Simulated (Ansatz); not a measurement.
# AlSiH₃+ (doublet): wave-function methods side by side, cc-pVTZ

An exercise on one series of results from a longer session: the logs are not shown, and one member is left open.

The runs use Ansatz 0.2.0, Gaussian basis; cc-pVTZ, core rule «outside noble gas», up to 10 orbitals frozen.

To be run: UHF; CCSD(T) on ROHF; CCSD(T) on UHF; BCCD(T) on ROHF; CCSDT(Q) on ROHF; CCSDT(Q) on UHF.

9 further runs of the same task are left out: 5 for a known fault of the program, 4 set aside as unsound or not needed.

### What is computed

The geometry is a PBE0/def2-TZVP stationary point (not a proven minimum) of the parent state, kept for this charge and spin.

5 atoms, charge 1, spin multiplicity 2.

Atoms are counted from 1 here; the program's logs count them from 0.

Bond lengths: Si1–Al2 2.389 Å, Si1–H3 1.498 Å, Al2–H4 1.587 Å, Al2–H5 1.583 Å. Angles: Al2–Si1–H3 124.9°, Si1–Al2–H4 119.4°, Si1–Al2–H5 117.5°, H4–Al2–H5 123.1°.

Coordinates:

```xyz
5
AlH3Si
Si    0.00000   -0.08807    1.20072
Al    0.00000    0.04521   -1.18437
H     0.00000    1.09044    2.12565
H     0.00000    1.46864   -1.88560
H     0.00000   -1.31543   -1.99267
```

The first run:

in.yaml

```yaml
crystal:
  periodic: [false, false, false]
  atoms:
    - {symbol: Si, position_ang: [0.000000, -0.088069, 1.200716]}
    - {symbol: Al, position_ang: [0.000000, 0.045214, -1.184371]}
    - {symbol: H, position_ang: [0.000000, 1.090439, 2.125646]}
    - {symbol: H, position_ang: [0.000000, 1.468638, -1.885604]}
    - {symbol: H, position_ang: [0.000000, -1.315430, -1.992670]}
basis:
  gaussian: {orbitals: cc-pVTZ}
total_charge: 1
magnetization: {spin_polarized: true, initial_magnetization: 1}
hamiltonian: {xc: hf}
output: {orbitals: {seedname: orbitals}}
```

Run with:

```sh
ansatz run in.yaml --threads 1 --pin off --events-out ev --progress --plain --max-ram 2816MiB --backend cpu
```

Among the steps run: UHF; CCSD(T) on ROHF; CCSD(T) on UHF; BCCD(T) on ROHF; CCSDT(Q) on ROHF; CCSDT(Q) on UHF.

One of the session's tables, all rows but one given; the rest of the session is left out.

| method | from UCCSDT(Q) (meV) |
| --- | --- |
| ROHF | +5269.5 |
| UHF | +5179.6 |
| RMP2 | +1220.1 |
| UMP2 | +1215.5 |
| RCCSD | +170.6 |
| UCCSD | +166.3 |
| RCCSD(T) | ? |
| UCCSD(T) | +37.6 |
| BCCD(T) | +37.9 |
| RCCSDT | +5.9 |
| UCCSDT | +4.8 |
| RCCSDT(Q) | +1.1 |
| UCCSDT(Q) | 0 |

Q: Estimate the row for RCCSD(T) from the others.

The run gave: from UCCSDT(Q) (meV): +38.4. In the column «from UCCSDT(Q) (meV)» it lies between BCCD(T) (+37.9) and UCCSD (+166.3).

Limits of these values: Restricted and unrestricted rows rest on different reference determinants; where their highest levels disagree by more than a few hundredths of an eV, they describe different states and don't form one ladder.
